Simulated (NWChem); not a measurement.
System: NaCl; SMILES [Na][Cl]

Input file for NWChem:

```
start job
memory heap 200 mb stack 900 mb global 1100 mb
geometry units angstroms noautosym nocenter noautoz
  Na     0.000000     0.000000    -1.409652
  Cl     0.000000     0.000000     0.928494
end
basis spherical
  * library def2-svpd
end
dft
  xc slater vwn_5
  iterations 150
end
tddft
  cis
  nroots 8
end
task tddft energy
```

Excerpt of the output:

```
             Northwest Computational Chemistry Package (NWChem) 7.3.0
             --------------------------------------------------------

                             Geometry "geometry" -> ""
                             -------------------------

 Output coordinates in angstroms (scale by  1.889725989 to convert to a.u.)

  No.       Tag          Charge          X              Y              Z
 ---- ---------------- ---------- -------------- -------------- --------------
    1 Na                  11.0000     0.00000000     0.00000000    -1.40965200
    2 Cl                  17.0000     0.00000000     0.00000000     0.92849400

 Effective nuclear repulsion energy (a.u.)      42.3224835245

                                 NWChem DFT Module
                                 -----------------

 Summary of "ao basis" -> "ao basis" (spherical)
 ------------------------------------------------------------------------------
       Tag                 Description            Shells   Functions and Types
 ---------------- ------------------------------  ------  ---------------------
 Na                        def2-svpd                 8       18   4s3p1d
 Cl                        def2-svpd                11       27   5s4p2d

            General Information
            -------------------
          SCF calculation type: DFT
          Wavefunction type:  closed shell.
          No. of atoms     :     2
          No. of electrons :    28
           Alpha electrons :    14
            Beta electrons :    14
          Charge           :     0
          Spin multiplicity:     1
          Use of symmetry is: off; symmetry adaption is: off
          Maximum number of iterations: 150
          AO basis - number of functions:    45
                     number of shells:    19
          Convergence on energy requested:  1.00D-06
          Convergence on density requested:  1.00D-05
          Convergence on gradient requested:  5.00D-04

              XC Information
              --------------
                        Slater Exchange Functional  1.000 local
                      VWN V Correlation Functional  1.000 local

             Grid Information
             ----------------
          Grid used for XC integration:  medium
          Radial quadrature: Mura-Knowles
          Angular quadrature: Lebedev.
          Tag              B.-S. Rad. Rad. Pts. Rad. Cut. Ang. Pts.
          ---              ---------- --------- --------- ---------
          Na                  1.80       88          12.0       434
          Cl                  1.00       88          13.0       590
          Grid pruning is: on
          Number of quadrature shells:   176
          Spatial weights used:  Erf1

      Superposition of Atomic Density Guess
      -------------------------------------

 Sum of atomic energies:        -621.12235164

      Non-variational initial energy
      ------------------------------

 Total energy =    -621.010587
 1-e energy   =    -946.511622
 2-e energy   =     283.178551
 HOMO         =      -0.456363
 LUMO         =      -0.049311

   convergence    iter        energy       DeltaE   RMS-Dens  Diis-err
 ---------------- ----- ----------------- --------- --------- ---------
 d= 0,ls=0.0,diis     1   -619.9950242389 -6.62D+02  3.28D-02  4.02D-01
 d= 0,ls=0.0,diis     2   -619.9048030150  9.02D-02  2.42D-02  7.83D-01
 d= 0,ls=0.0,diis     3   -620.0284922547 -1.24D-01  4.52D-03  4.21D-02
 d= 0,ls=0.0,diis     4   -620.0357582565 -7.27D-03  6.06D-04  5.84D-05
 d= 0,ls=0.0,diis     5   -620.0357794534 -2.12D-05  1.14D-04  4.09D-05
  Resetting Diis
 d= 0,ls=0.0,diis     6   -620.0357863817 -6.93D-06  4.11D-05  4.12D-06
 d= 0,ls=0.0,diis     7   -620.0357870266 -6.45D-07  8.02D-06  2.03D-08

         Total DFT energy =     -620.035787026585
      One electron energy =     -948.928685048710
           Coulomb energy =      326.945274444966
    Exchange-Corr. energy =      -40.374859947369
 Nuclear repulsion energy =       42.322483524529

 Numeric. integr. density =       27.999999890163

                       DFT Final Molecular Orbital Analysis
                       ------------------------------------

 Vector   12  Occ=2.000000D+00  E=-2.182651D-01
              MO Center=  2.7D-09, -2.1D-09,  8.2D-01, r^2= 1.6D+00
   Bfn.  Coefficient  Atom+Function         Bfn.  Coefficient  Atom+Function
  ----- ------------  ---------------      ----- ------------  ---------------
    32      0.585741  2 Cl pz                29      0.442219  2 Cl pz
    26      0.262220  2 Cl pz                 3     -0.149946  1 Na s
     2     -0.141243  1 Na s                 35      0.133721  2 Cl pz
     7      0.092915  1 Na pz                21      0.079816  2 Cl s
    43     -0.046061  2 Cl d  0              20     -0.045795  2 Cl s

 Vector   13  Occ=2.000000D+00  E=-1.988189D-01
              MO Center=  1.8D-09,  4.8D-10,  8.7D-01, r^2= 1.4D+00
   Bfn.  Coefficient  Atom+Function         Bfn.  Coefficient  Atom+Function
  ----- ------------  ---------------      ----- ------------  ---------------
    30      0.437141  2 Cl px                31      0.387193  2 Cl py
    27      0.342975  2 Cl px                28      0.303787  2 Cl py
    24      0.200639  2 Cl px                25      0.177714  2 Cl py
    33      0.109084  2 Cl px                34      0.096620  2 Cl py
     8      0.042366  1 Na px                 9      0.037525  1 Na py

 Vector   14  Occ=2.000000D+00  E=-1.988189D-01
              MO Center=  8.3D-09, -9.3D-09,  8.7D-01, r^2= 1.4D+00
   Bfn.  Coefficient  Atom+Function         Bfn.  Coefficient  Atom+Function
  ----- ------------  ---------------      ----- ------------  ---------------
    31      0.437141  2 Cl py                30     -0.387193  2 Cl px
    28      0.342975  2 Cl py                27     -0.303787  2 Cl px
    25      0.200639  2 Cl py                24     -0.177714  2 Cl px
    34      0.109084  2 Cl py                33     -0.096620  2 Cl px
     9      0.042366  1 Na py                 8     -0.037525  1 Na px

[...]

                                NWChem TDDFT Module
                                -------------------

            General Information
            -------------------
           No. of orbitals :      90
            Alpha orbitals :      45
             Beta orbitals :      45
        Alpha frozen cores :       0
         Beta frozen cores :       0
     Alpha frozen virtuals :       0
      Beta frozen virtuals :       0
         Spin multiplicity :       1
    Number of AO functions :      45
        Use of symmetry is : off
      Symmetry adaption is : off
         Schwarz screening :  0.10D-07

              XC Information
              --------------
                 Slater Exchange Functional   1.00 local
               VWN V Correlation Functional   1.00 local

             TDDFT Information
             -----------------
          Calculation type : Tamm-Dancoff TDDFT
         Wavefunction type : Restricted singlets & triplets
          No. of electrons :      28
           Alpha electrons :      14
            Beta electrons :      14
              No. of roots :       8
          Max subspacesize :    5600
            Max iterations :     100
               Target root :       1
           Target symmetry : none
      Symmetry restriction : off
                 Algorithm : Optimal
        Davidson threshold :  0.10D-03

    8 smallest eigenvalue differences (eV)
--------------------------------------------------------
  No. Spin  Occ  Vir  Irrep   E(Occ)    E(Vir)   E(Diff)
--------------------------------------------------------
    1    1   14   15 a        -0.199    -0.077     3.327
    2    1   13   15 a        -0.199    -0.077     3.327
    3    1   12   15 a        -0.218    -0.077     3.856
    4    1   14   16 a        -0.199    -0.006     5.252
    5    1   14   17 a        -0.199    -0.006     5.252
    6    1   13   16 a        -0.199    -0.006     5.252
    7    1   13   17 a        -0.199    -0.006     5.252
    8    1   14   18 a        -0.199     0.010     5.684
--------------------------------------------------------

  Entering Davidson iterations
  Restricted singlet excited states

  Iter   NTrls   NConv    DeltaV     DeltaE      Time
  ----  ------  ------  ---------  ---------  ---------
    1      8       1     0.10E+00   0.10+100        0.8
    2     15       1     0.89E-02   0.10E-01        0.8
    3     22       4     0.39E-02   0.18E-03        0.8
    4     26       6     0.28E-03   0.44E-04        0.7
    5     28       8     0.74E-04   0.15E-06        0.7
  ----  ------  ------  ---------  ---------  ---------
  Convergence criterion met

  Ground state a        -620.035787026585 a.u.

  ----------------------------------------------------------------------------
  Root   1 singlet a              0.123016984 a.u.                3.3475 eV
  ----------------------------------------------------------------------------
     Transition Moments    X  0.28907   Y  0.25441   Z -0.00000
     Dipole Oscillator Strength                    0.0121613287
     Electric Quadrupole                           0.0000000004
     Magnetic Dipole                               0.0000000012
     Total Oscillator Strength                     0.0121613303

     Occ.   13  a   ---  Virt.   15  a       -0.99974
  ----------------------------------------------------------------------------
  Root   2 singlet a              0.123016990 a.u.                3.3475 eV
  ----------------------------------------------------------------------------
     Transition Moments    X  0.25437   Y -0.28904   Z -0.00000
     Dipole Oscillator Strength                    0.0121580366
     Electric Quadrupole                           0.0000000004
     Magnetic Dipole                               0.0000000012
     Total Oscillator Strength                     0.0121580382

     Occ.   14  a   ---  Virt.   15  a        0.99974
  ----------------------------------------------------------------------------
  Root   3 singlet a              0.149531002 a.u.                4.0689 eV
  ----------------------------------------------------------------------------
     Transition Moments    X -0.00000   Y  0.00000   Z -1.05115
     Dipole Oscillator Strength                    0.1101458932
     Electric Quadrupole                           0.0000000061
     Magnetic Dipole                               0.0000000000
     Total Oscillator Strength                     0.1101458993

     Occ.   12  a   ---  Virt.   15  a        0.97739
     Occ.   12  a   ---  Virt.   18  a       -0.06070
     Occ.   12  a   ---  Virt.   22  a       -0.07502
     Occ.   13  a   ---  Virt.   16  a        0.09299
     Occ.   13  a   ---  Virt.   17  a        0.06601
     Occ.   13  a   ---  Virt.   24  a        0.05632
     Occ.   14  a   ---  Virt.   16  a       -0.06601
     Occ.   14  a   ---  Virt.   17  a        0.09299
     Occ.   14  a   ---  Virt.   25  a        0.05632
  ----------------------------------------------------------------------------
  Root   4 singlet a              0.191703007 a.u.                5.2165 eV
  ----------------------------------------------------------------------------
     Transition Moments    X -0.00000   Y -0.00000   Z -0.00000
     Dipole Oscillator Strength                    0.0000000000
     Electric Quadrupole                           0.0000000405
     Magnetic Dipole                               0.0000000000
     Total Oscillator Strength                     0.0000000405

     Occ.   13  a   ---  Virt.   16  a        0.52285
     Occ.   13  a   ---  Virt.   17  a        0.47594
     Occ.   14  a   ---  Virt.   16  a        0.47594
     Occ.   14  a   ---  Virt.   17  a       -0.52285
  ----------------------------------------------------------------------------
  Root   5 singlet a              0.191703133 a.u.                5.2165 eV
  ----------------------------------------------------------------------------
     Transition Moments    X -0.00000   Y  0.00000   Z  0.00000
     Dipole Oscillator Strength                    0.0000000000
     Electric Quadrupole                           0.0000000405
     Magnetic Dipole                               0.0000000000
     Total Oscillator Strength                     0.0000000405

     Occ.   13  a   ---  Virt.   16  a        0.47594
     Occ.   13  a   ---  Virt.   17  a       -0.52285
     Occ.   14  a   ---  Virt.   16  a       -0.52285
     Occ.   14  a   ---  Virt.   17  a       -0.47594
  ----------------------------------------------------------------------------
  Root   6 singlet a              0.193017525 a.u.                5.2523 eV
  ----------------------------------------------------------------------------
     Transition Moments    X  0.00000   Y  0.00000   Z  0.00000
     Dipole Oscillator Strength                    0.0000000000
     Electric Quadrupole                           0.0000000000
     Magnetic Dipole                               0.0000000000
     Total Oscillator Strength                     0.0000000000

     Occ.   13  a   ---  Virt.   16  a        0.40930
     Occ.   13  a   ---  Virt.   17  a       -0.57661
     Occ.   14  a   ---  Virt.   16  a        0.57661
     Occ.   14  a   ---  Virt.   17  a        0.40930
  ----------------------------------------------------------------------------
  Root   7 singlet a              0.199614077 a.u.                5.4318 eV
  ----------------------------------------------------------------------------
     Transition Moments    X -0.00000   Y  0.00000   Z -0.67436
     Dipole Oscillator Strength                    0.0605183432
     Electric Quadrupole                           0.0000000364
     Magnetic Dipole                               0.0000000000
     Total Oscillator Strength                     0.0605183796

     Occ.   12  a   ---  Virt.   15  a        0.13270
     Occ.   12  a   ---  Virt.   18  a       -0.06708
     Occ.   12  a   ---  Virt.   19  a        0.07269
     Occ.   12  a   ---  Virt.   22  a       -0.08006
     Occ.   13  a   ---  Virt.   16  a       -0.55888
     Occ.   13  a   ---  Virt.   17  a       -0.39671
     Occ.   13  a   ---  Virt.   24  a        0.09600
     Occ.   14  a   ---  Virt.   16  a        0.39671
     Occ.   14  a   ---  Virt.   17  a       -0.55888
     Occ.   14  a   ---  Virt.   25  a        0.09600
  ----------------------------------------------------------------------------
  Root   8 singlet a              0.208984889 a.u.                5.6868 eV
  ----------------------------------------------------------------------------
     Transition Moments    X  0.21950   Y -0.24790   Z -0.00000
     Dipole Oscillator Strength                    0.0152742724
     Electric Quadrupole                           0.0000000882
     Magnetic Dipole                               0.0000000261
     Total Oscillator Strength                     0.0152743866

     Occ.   12  a   ---  Virt.   16  a       -0.31730
     Occ.   12  a   ---  Virt.   17  a        0.44702
     Occ.   14  a   ---  Virt.   18  a        0.83575

              Target root =      1
          Target symmetry = none
      Ground state energy =   -620.035787026585
        Excitation energy =      0.123016983598
     Excited state energy =   -619.912770042987

  stored tddft:energy   -619.91277004298695

[...]
```

Level: LDA (Slater exchange, VWN5)/def2-SVPD, TDA. Geometry: optimised at PBE0/def2-SVP.
